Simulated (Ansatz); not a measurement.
Relaxation of CN (2 atoms, charge -1, multiplicity 1), to a largest force component of 0.02 eV/Å in at most 40 steps.

Method: Ansatz 0.2.0, RKS BLYP-D4/def2-mTZVP.

```xyz
2
Properties=species:S:1:pos:R:3
C 0.513 -0.166 0.264
N -0.513 0.166 -0.264
```

Where does it end, and by what steps?

The forces met the threshold. Limits of this set-up: an anion without diffuse functions, the dipole of an ion depends on the origin. After 2 steps the energy has fallen by 0.013 eV; C1 moved furthest, 0.01 Å.

```tsv
step	energy less start (eV)	largest force component (eV/Å)	accepted
0	0.0000	1.308	yes
1	-0.0125	0.122	yes
2	-0.0126	0.005	yes
```

```xyz
2
Properties=species:S:1:pos:R:3
C 0.506 -0.164 0.260
N -0.506 0.164 -0.260
```

Run time: 1.6 s on 1 thread of AMD EPYC (Zen 3) (shared host), peak memory 0.092 GiB.
